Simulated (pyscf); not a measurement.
H₃C–Zn–SH + H₂ → CH₄ + HS–ZnH (four-centre exchange; singlet surface; C–Zn, H–H broken, C–H, H–Zn formed). Optimised with ωB97X-D3(BJ)/def2-SVP in PySCF. Energies in kcal/mol from the separated reactants.

| level | barrier | reaction energy |
|---|---|---|
| PBE/def2-TZVP | 39.1 | -8.8 |
| r²SCAN/def2-TZVP | 38.9 | -9.0 |
| B3LYP-D3(BJ)/def2-TZVP | 43.5 | -9.6 |
| M06-2X/def2-TZVP | 43.1 | -7.8 |
| ωB97M-D3(BJ)/def2-TZVP | 43.1 | -10.1 |
| HF/def2-TZVP | 53.5 | -15.6 |

The functionals in the table span 4.6 kcal/mol in this barrier, from r²SCAN to B3LYP-D3(BJ). At the saddle there is also a short H–Zn contact that neither side keeps. The same reactants have a lower exit, to H₃C–ZnH + H₂S (barrier +35.6 kcal/mol at ωB97M-D3(BJ)/def2-TZVP, against +43.1 kcal/mol here). This is the saddle that the search found; another between the same sides may lie lower. Elements up to Kr have no core potential and no relativistic terms here.
